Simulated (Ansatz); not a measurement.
A nudged elastic band was laid between two geometries of C2H5O (8 atoms, charge 0, multiplicity 2).

Theory: UKS B3LYP-D4/def2-SVP in Ansatz 0.2.0.

```json
{
 "movable images": "7",
 "climbing image": "yes",
 "spring": "5.0 eV/Å²",
 "optimiser": "quadratic models (default)",
 "start path": "through a guess of the saddle point",
 "force threshold": "0.03 eV/Å",
 "iteration limit": "60",
 "end points": "relaxed"
}
```

Initial state:

```xyz
8
Properties=species:S:1:pos:R:3
C -0.452 0.597 -0.266
C 0.402 -0.562 0.243
O 1.687 -0.265 0.563
H -1.476 0.264 -0.499
H -0.010 1.028 -1.178
H -0.509 1.393 0.492
H 0.422 -1.406 -0.491
H -0.063 -1.049 1.137
```

Final state:

```xyz
8
Properties=species:S:1:pos:R:3
C -0.711 0.310 -0.650
C 0.211 -0.472 0.215
O 1.304 0.285 0.698
H -1.753 0.008 -0.785
H -0.296 1.076 -1.313
H 0.940 1.057 1.153
H 0.664 -1.310 -0.357
H -0.359 -0.955 1.038
```

(1) What changes between the two ends?

(2) What energy profile does the band end with?

(3) What is the geometry of the highest image?

(4) What are the harmonic wavenumbers there?

## Answers

(1) Bonds broken: C1–H6. Bonds formed: O3–H6.

(2) It converged. The highest image is number 4 of 0 to 8, 138.4 kJ/mol above the first end and 132.4 kJ/mol above the last; the last end lies 6.0 kJ/mol above the first. A vibrational analysis at the climbing image gives one clearly imaginary mode, 1982i cm⁻¹: a first-order saddle point.

```tsv
image	path coordinate (Å)	energy (kJ/mol)	C1–H6 (Å)	O3–H6 (Å)
0	0.00	0.0	1.10	2.75
1	0.52	3.4	1.10	2.59
2	1.05	9.3	1.10	2.48
3	1.57	37.6	1.11	1.93
4	2.10	138.4	1.36	1.26
5	2.61	30.5	2.01	0.98
6	3.12	12.9	2.37	0.97
7	3.63	8.0	2.52	0.97
8	4.14	6.0	2.56	0.97
```

(3) 
```xyz
8
Properties=species:S:1:pos:R:3
C -0.498 0.476 -0.396
C 0.268 -0.676 0.195
O 1.098 0.238 0.929
H -1.497 0.695 -0.003
H -0.299 0.757 -1.436
H 0.401 1.135 0.386
H 0.842 -1.281 -0.529
H -0.314 -1.343 0.854
```

(4) 1982i, 338, 720, 812, 935, 965, 1045, 1077, 1155, 1194, 1304, 1407, 1511, 1936, 3022, 3074, 3110, 3229 cm⁻¹.

Time of the run: 110 s on 2 threads of Intel(R) Xeon(R) Platinum 8488C (Sapphire Rapids), with other jobs on the host, peak memory 0.18 GiB.
